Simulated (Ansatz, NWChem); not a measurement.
**Predicting a hybrid from its neighbours: NaCl**

NaCl has 2 atoms, charge 0, and is taken as a singlet. As SMILES, `[Na][Cl]`. Geometry: relaxed at PBE0-D4/def2-TZVP.

The HOMO–LUMO gap y, in eV, basis aug-cc-pVTZ; a is the functional's share of exact exchange. Programs: Ansatz 0.2.0, NWChem 7.3.0.

| functional | program | a | y (eV) |
| --- | --- | --- | --- |
| PBE | Ansatz | 0 | 3.00 |
| TPSS | NWChem | 0 | 3.16 |
| B3LYP | Ansatz | 0.2 | 4.29 |
| PBE0 | Ansatz | 0.25 | 4.84 |
| r2SCAN0 | Ansatz | 0.25 | ? |
| BHLYP | Ansatz | 0.5 | 6.27 |

Question: Fit y = c + s·a to the known rows and predict r2SCAN0.

Answer: 
1. Means of the 5 rows: a = 0.1900, y = 4.312.
2. Σ(Δa)² = 0.172, Σ(Δa·Δy) = 1.1066, so the slope is 1.1066/0.172 = 6.4337.
3. Intercept: 4.312 − (6.4337) × 0.1900 = 3.090. The largest residual of the fit is 0.14.
4. r2SCAN0: 3.090 + (6.4337) × 0.25 = 4.70 eV.

The run gave 5.46 eV, so the prediction is off by -0.76 eV, more than the scatter of the fit. Exact exchange lowers occupied levels and raises empty ones. The rows mix families of semi-local functionals, which the line can't see.
